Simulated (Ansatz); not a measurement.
Relaxation of AlH₄N (6 atoms, charge 0, multiplicity 1), to a largest force component of 0.03 eV/Å in at most 50 steps.

Computed with Ansatz 0.2.0, RKS BLYP/def2-SVP.

```xyz
6
Properties=species:S:1:pos:R:3
Al 0.361 0.037 -0.008
N 0.962 -0.040 1.741
H 0.498 -0.132 2.653
H 1.972 0.058 1.871
H 1.860 0.154 -0.385
H -1.117 -0.078 -0.566
```

Q: Where does it end, and by what steps?

A: It converged. After 5 steps the energy has fallen by 0.564 eV; H5 moved furthest, 0.59 Å.

```tsv
step	energy less start (eV)	largest force component (eV/Å)	accepted
0	0.0000	1.874	yes
1	-0.3440	0.963	yes
2	-0.4912	0.369	yes
3	-0.5507	0.689	yes
4	-0.5640	0.059	yes
5	-0.5643	0.011	yes
```

```xyz
6
Properties=species:S:1:pos:R:3
Al 0.565 0.031 0.061
N 0.968 -0.035 1.802
H 0.291 -0.137 2.563
H 1.913 0.022 2.193
H 1.769 0.194 -0.968
H -0.971 -0.075 -0.345
```

Whether the end is a true minimum wasn't checked by a vibrational analysis.

Run time: 3.4 s on 1 thread of Intel(R) Xeon(R) 6975P-C (Granite Rapids), with other jobs on the host, peak memory 0.12 GiB.
